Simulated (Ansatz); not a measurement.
Species: C₄H₃S (charge 0, doublet). It need not be the lowest isomer of its formula. 
Geometry from a B3LYP-D3(BJ)/def2-TZVP (Ansatz, a quantum-chemistry and plane-wave program) optimisation:
SMILES: [c]1ccsc1
```xyz
8

S      0.0011     0.0182     1.1362
C      0.0026     1.2954    -0.0469
C     -0.0025    -1.2024    -0.0775
C      0.0003     0.7306    -1.2666
C     -0.0026    -0.6765    -1.3412
H      0.0050     2.3282     0.2558
H     -0.0044    -2.2424     0.2072
H     -0.0047    -1.2602    -2.2485
```
Charge 0, spin multiplicity 2.

Computed values are from Ansatz. Cores are frozen in the correlated levels unless marked. Open shells are spin-unrestricted. Spin-orbit coupling is left out. No relativistic terms. CBS(X,Y): correlation extrapolated as X^-3; Hartree-Fock from the larger set. The bracket is a focal-point correction in the basis named.

```
Quantity                                                                                        Result
---------------------  -------------------------------------------------------------------------------
atomisation energy De  837.1 kcal/mol at RI-MP2/CBS(cc-pV(T+d)Z,cc-pV(Q+d)Z)+[CCSD(T)-MP2]/cc-pV(T+d)Z
total energy             -551.6756 Eh at RI-MP2/CBS(cc-pV(T+d)Z,cc-pV(Q+d)Z)+[CCSD(T)-MP2]/cc-pV(T+d)Z
dipole moment                                                             0.60 D at wB97M-V/def2-TZVPD
T1 diagnostic                                                                0.043 at CCSD/cc-pV(T+d)Z
```

The UHF reference is spin-contaminated (<S^2> 0.37 over the pure value in the largest basis).
